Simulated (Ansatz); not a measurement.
A geometry relaxed with r2SCAN-D4/def2-SVP run with Ansatz (an electronic-structure program), charge 0, multiplicity 2:

```xyz
4

H      1.0764    -0.1750     0.0033
C      0.0000     0.0000    -0.0008
H     -0.3866     1.0197    -0.0034
H     -0.6898    -0.8447     0.0008
```

Question: Write the SMILES of this molecule.

Answer: `[CH3]`
